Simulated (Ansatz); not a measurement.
Saddle point of CH$_{7}$BO, singlet (BH₃O ([BH2][OH]) + CH₄ → CH₅B ([BH2][CH3]) + H₂O (still joined by a long B–O bond); bonds formed: B1–C6, O2–H5; bonds broken: H5–C6; bonds weakened to dative contacts: B1–O2), PBE0-D4/def2-TZVP structure:

```
10
angstrom
B 0.1392 0.3047 -0.7497
O -1.4257 0.0971 -0.7379
H 0.6915 -0.5165 -1.4297
H 0.4091 1.4597 -0.9073
H -0.7364 -0.1333 0.2724
C 0.4733 -0.0869 0.9453
H -1.6425 -0.7232 -1.1889
H 0.4028 -1.1152 1.3120
H 0.1551 0.6127 1.7213
H 1.5336 0.1009 0.7627
```

Energies are electronic, without zero-point energy. Barriers and step energies count from the start structure reached by relaxing down the imaginary mode; all methods use the PBE0-D4 structures, on which another method's saddle can fall below an end. Ansatz 0.2.0; basis: def2-TZVPP, with def2-QZVPP for the basis limit; cores frozen in the correlated methods. B3LYP uses VWN-RPA correlation. Extrapolation: Hartree–Fock as exp(−7.88 √X), correlation as X^−2.97.

```
      method  barrier (kJ/mol)  step energy (kJ/mol)
       SPW92             137.0                  63.4
      PBE-D4             182.8                  93.7
     BLYP-D4             218.7                 114.5
   r2SCAN-D4                 ?                  98.2
      B97M-V             221.2                 103.7
     PBE0-D4                 ?                  92.7
    B3LYP-D4             226.2                 111.8
  r2SCAN0-D4             206.9                  96.5
    BHLYP-D4             245.1                 112.7
CAM-B3LYP-D4             224.4                 107.6
     wB97X-V             216.8                 101.6
     wB97M-V             215.1                  99.8
      B2PLYP             228.0                 111.4
    PBE-QIDH             207.9                  94.4
  RPA on PBE             226.1                 107.1
          HF             307.4                 139.3
         MP2                 ?                 100.3
        CCSD             234.8                 106.1
     CCSD(T)             222.9                 102.4
```

Problem. Fill in the withheld barriers. (To be estimated.)

Solution. By the calculation: PBE0-D4 196.5; MP2 212.8; r2SCAN-D4 198.6 kJ/mol. Each is the energy of the saddle less that of the start structure, by the same method.

For comparison, the barrier by CCSD(T) at an estimated basis limit (MP2 extrapolated from triple and quadruple zeta, plus CCSD(T) − MP2 in triple zeta) is 222.0 kJ/mol.

T1 diagnostic: at most 0.013.

Labels in which every atom is bracketed show which atoms are joined, not bond orders.

For scale, one of the runs: CCSD(T)/def2-TZVPP, 191 basis functions, launched by `ansatz run in.yaml --threads 2 --pin off --events-out ev --progress --plain --max-ram 4352MiB`. Hardware: 2 CPU threads of an Arm Neoverse V1, shared host. Wall time 43 s; peak host memory 2.2 GiB.
